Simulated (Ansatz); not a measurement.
**Rutile TiO2: smallest direct gap on the k points sampled by level of theory**

No measured value is used here.

```
level (code)                   value (eV)
-----------------------------  ----------
LDA (Ansatz)                         1.82
BLYP (Ansatz)                        1.90
PBE (Ansatz)                         1.90
RPBE (Ansatz)                        1.94
r²SCAN (Ansatz)                (withheld)
B3LYP (VWN-RPA form) (Ansatz)  (withheld)
HSE06 (Ansatz)                       3.40
r²SCAN0 (Ansatz)                     4.44
Hartree–Fock (Ansatz)          (withheld)
```

**Question.** What belongs in the gaps?

**Answer.** 
- r²SCAN (Ansatz, an electronic-structure program), value (eV): 2.23
- B3LYP (VWN-RPA form) (Ansatz), value (eV): 3.67
- Hartree–Fock (Ansatz), value (eV): 12.54

Computed values are for a static lattice.  Values are at the measured cell. Cutoffs and k meshes differ between the levels. Ansatz's density-functional and Hartree–Fock values are scalar-relativistic unless marked +SOC, with PAW data made under PBE.
